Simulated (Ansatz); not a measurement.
**AlNH (doublet): RPA-PBE over vertical spin and charge gaps, 6-31G**

Aim: run AlNH (doublet) with these functionals over vertical spin and charge gaps, and hold them against the top wave-function level at the same points.

Method: 6-31G, all electrons in the functionals, frozen cores in the correlation of double hybrids and RPA; program: Ansatz 0.2.0, Gaussian basis.

Plan: RPA-PBE, at charge 0, doublet; charge 0, quartet; charge 1, singlet; charge 1, triplet.

16 further runs of the same task are left out: 5 for a known fault of the program, 5 that didn't finish, 6 set aside as unsound or not needed.

**1. The system**

The geometry is a PBE0/def2-TZVP stationary point (not a proven minimum).

3 atoms, charge 0, spin multiplicity 2.

Atoms are counted from 1 here; the program's logs count them from 0.

Bond lengths: Al1–N2 1.737 Å, N2–H3 1.016 Å. Angles: Al1–N2–H3 130.8°.

Coordinates:

| atom | x (Å) | y (Å) | z (Å) |
| --- | --- | --- | --- |
| Al1 | 0.00000 | 0.03268 | 0.63653 |
| N2 | 0.00000 | -0.10666 | -1.09530 |
| H3 | 0.00000 | 0.60749 | -1.81839 |

No dispersion term is added.

The geometry shown and the zero of energy belong to the point charge 0, doublet. The yardstick, FCI, and other wave-function levels (R restricted, U unrestricted, valence and pair active spaces) come from earlier runs.

**2. RPA-PBE, charge 0, doublet**

The input, in.yaml:

```yaml
crystal:
  periodic: [false, false, false]
  atoms:
    - {symbol: Al, position_ang: [0.000000, 0.032676, 0.636525]}
    - {symbol: N, position_ang: [0.000000, -0.106661, -1.095305]}
    - {symbol: H, position_ang: [0.000000, 0.607486, -1.818390]}
basis:
  gaussian: {orbitals: 6-31G}
magnetization: {spin_polarized: true, initial_magnetization: 1}
hamiltonian: {xc: {name: PBE}}
correlation: {method: rpa, electrons: outside_noble_gas}
```

Launch:

```console
ansatz run in.yaml --threads 1 --pin off --events-out ev --progress --plain --max-ram 2393MiB
```

The program printed:

```text
Functional definition: PBE
  name "PBE"
  cite "Perdew, Burke & Ernzerhof, Phys. Rev. Lett. 77, 3865 (1996) doi:10.1103/PhysRevLett.77.3865"
  parent pbe
  parameter kappa = 0.804
  parameter beta = 0.06672455060314922
  exchange = pbe_x(kappa = kappa, mu = beta*pi^2/3)
  correlation = pbe_c(beta = beta)
302 factors; integrals over basis functions are off by at most 2.7e-4 eV
mean field evaluation 1: about -8076.7879 eV, gradient 5.7e1 eV
mean field evaluation 2: about -8076.7828 eV, gradient 5.8e1 eV
mean field evaluation 4: about -8085.4238 eV, gradient 3.4e1 eV
mean field evaluation 8: about -8094.5607 eV, gradient 5.0e-1 eV
mean field evaluation 16: about -8094.5604 eV, gradient 1.2e-3 eV
mean field evaluation 32: about -8094.0421 eV, gradient 9.4e-1 eV
mean field evaluation 64: about -8053.1448 eV, gradient 3.0e1 eV
mean field -8094.56044161 eV, -297.4696095389 hartree, gradient 2.7e-6 eV, S^2 0.766682; 5 other end points of the search recorded, 0 dependent functions left out
6 core orbitals not correlated: weight in the atoms' cores, before any rotation towards them, 1.000 or more for the frozen orbitals, at most 0.000 for the correlated occupied ones
reference -8076.56941749 eV, -296.8084515975 hartree; 5, 4 occupied and 13, 14 virtual orbitals, 302 factors
Total energy: -8083.47174556 eV, -297.0621074753 hartree
```

Wall time 2.8 s (1 thread of Arm Neoverse N1, shared host).

From the report: ⟨S²⟩ of the determinant 0.767 (pure doublet: 0.75).

**3. RPA-PBE, charge 0, quartet**

in.yaml, as its differences from that of step 2:

```diff
@@ -8,3 +8,3 @@
   gaussian: {orbitals: 6-31G}
-magnetization: {spin_polarized: true, initial_magnetization: 1}
+magnetization: {spin_polarized: true, initial_magnetization: 3}
 hamiltonian: {xc: {name: PBE}}
```

Launched as before.

The program printed, cut to the lines that bear on the results:

```text
Functional definition: PBE
  name "PBE"
  cite "Perdew, Burke & Ernzerhof, Phys. Rev. Lett. 77, 3865 (1996) doi:10.1103/PhysRevLett.77.3865"
  parent pbe
[...]
302 factors; integrals over basis functions are off by at most 2.7e-4 eV
[...]
mean field -8091.32983504 eV, -297.3508869373 hartree, gradient 1.6e-6 eV, S^2 3.752335; 14 other end points of the search recorded, 0 dependent functions left out
6 core orbitals not correlated: weight in the atoms' cores, before any rotation towards them, 1.000 or more for the frozen orbitals, at most 0.000 for the correlated occupied ones
reference -8075.11113054 eV, -296.7548605403 hartree; 6, 3 occupied and 12, 15 virtual orbitals, 302 factors
Total energy: -8080.30920402 eV, -296.9458862174 hartree
```

Wall time 11 s (1 thread of Arm Neoverse N1, shared host).

From the report: ⟨S²⟩ of the determinant 3.752 (pure quartet: 3.75).

From charge 0, doublet: +3.163 eV.

**4. RPA-PBE, charge 1, singlet**

in.yaml, as its differences from that of step 3:

```diff
@@ -8,3 +8,4 @@
   gaussian: {orbitals: 6-31G}
-magnetization: {spin_polarized: true, initial_magnetization: 3}
+total_charge: 1
+magnetization: {spin_polarized: true, initial_magnetization: 0}
 hamiltonian: {xc: {name: PBE}}
```

Same command.

The program printed, cut to the lines that bear on the results:

```text
Functional definition: PBE
  name "PBE"
  cite "Perdew, Burke & Ernzerhof, Phys. Rev. Lett. 77, 3865 (1996) doi:10.1103/PhysRevLett.77.3865"
  parent pbe
[...]
302 factors; integrals over basis functions are off by at most 2.7e-4 eV
[...]
mean field -8085.53759225 eV, -297.1380259409 hartree, gradient 1.4e-6 eV, S^2 0.866590; 18 other end points of the search recorded, 0 dependent functions left out
6 core orbitals not correlated: weight in the atoms' cores, before any rotation towards them, 1.000 or more for the frozen orbitals, at most 0.000 for the correlated occupied ones
reference -8068.95440901 eV, -296.5286051972 hartree; 4, 4 occupied and 14, 14 virtual orbitals, 302 factors
Total energy: -8074.89669963 eV, -296.7469803499 hartree
```

Wall time 14 s (1 thread of Arm Neoverse N1, shared host).

From the report: ⟨S²⟩ of the determinant 0.867 (pure singlet: 0.00). The determinant is far from a pure spin state, so its energy mixes those of several spin states (harmless only where they are near-degenerate, as at dissociation).

From charge 0, doublet: +8.575 eV.

**5. RPA-PBE, charge 1, triplet**

in.yaml, as its differences from that of step 4:

```diff
@@ -9,3 +9,3 @@
 total_charge: 1
-magnetization: {spin_polarized: true, initial_magnetization: 0}
+magnetization: {spin_polarized: true, initial_magnetization: 2}
 hamiltonian: {xc: {name: PBE}}
```

The command is unchanged.

The program printed, cut to the lines that bear on the results:

```text
Functional definition: PBE
  name "PBE"
  cite "Perdew, Burke & Ernzerhof, Phys. Rev. Lett. 77, 3865 (1996) doi:10.1103/PhysRevLett.77.3865"
  parent pbe
[...]
302 factors; integrals over basis functions are off by at most 2.7e-4 eV
[...]
mean field -8085.70482107 eV, -297.1441714868 hartree, gradient 5.8e-6 eV, S^2 2.008612; 6 other end points of the search recorded, 0 dependent functions left out
6 core orbitals not correlated: weight in the atoms' cores, before any rotation towards them, 1.000 or more for the frozen orbitals, at most 0.000 for the correlated occupied ones
reference -8069.68106348 eV, -296.5553092565 hartree; 5, 3 occupied and 13, 15 virtual orbitals, 302 factors
Total energy: -8075.12510133 eV, -296.7553739575 hartree
```

Run time: 3.2 s. Hardware: 1 thread of Arm Neoverse N1, shared host.

From the report: ⟨S²⟩ of the determinant 2.009 (pure triplet: 2.00).

From charge 0, doublet: +8.347 eV.

**6. Against the wave-function levels**

The yardstick is full CI for this spin, exact in this basis with these frozen cores. It comes from earlier runs at the same points. Energies in eV, counted from charge 0, doublet; blanks weren't run or aren't comparable.

| level | doublet to quartet | ionisation to the singlet cation | ionisation to the triplet cation |
| --- | --- | --- | --- |
| FCI | 2.937 | 8.440 | 8.313 |
| RPA-PBE | 3.163 |  | 8.347 |

Largest miss and mean time a point (FCI took 3.5 min a point; shared hosts):

| level | largest miss (eV) | where | time a point |
| --- | --- | --- | --- |
| RPA-PBE | +0.226 | doublet to quartet | 7.6 s |

**7. Summary of results**

| quantity | value |
| --- | --- |
| doublet to quartet, FCI | 2.937 eV |
| ionisation to the singlet cation, FCI | 8.440 eV |
| ionisation to the triplet cation, FCI | 8.313 eV |
| largest miss, RPA-PBE | +0.226 eV (doublet to quartet) |

In words: RPA-PBE strays by up to 0.226 eV, at doublet to quartet. RPA-PBE clearly breaks the spin symmetry at some points (⟨S²⟩ up to 0.87 above the pure value), so energy there is bought with a mixed spin. Functionals and the yardstick converge differently with the basis, so part of each miss in 6-31G is the basis.
